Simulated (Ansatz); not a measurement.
For 1T (CdI2-type) PtS₂, PBEsol in Ansatz (PAW) gives:

```
Item                   Value
-------------------  -------
lattice constant a   3.572 Å
lattice parameter c  4.765 Å
```

Q: What does r²SCAN0 in Ansatz (PAW) give for the same quantities?

A: 
- lattice constant a: 3.511 Å (falls by 1.7 %)
- lattice parameter c: 5.803 Å (grows by 22 %)

For comparison: lattice constant a 3.542 Å (measured, temperature not stated, not corrected to a static lattice; as tabulated in Björkman (2014), arXiv:1406.2436); lattice parameter c 5.036 Å (measured, temperature not stated, zero-point anharmonic expansion removed (computed with revB86b-DF2); no thermal correction; as tabulated in Björkman (2014), arXiv:1406.2436).

Changes are worked out from the printed values.

Unless a cell is named, each level is at its own relaxed cell (PBEsol 17.55, r²SCAN0 20.65 Å³/atom).

Levels without +SOC leave out spin–orbit coupling, which shifts energies and cells of such heavy elements.

Caveats: the cell comes from a level without a dispersion term, which matters for the spacing of layers, chains or molecules (PBEsol, r²SCAN0). Ansatz's density-functional and Hartree–Fock values are scalar-relativistic unless marked +SOC, with PAW data made under PBE.

Ansatz is an electronic-structure program.
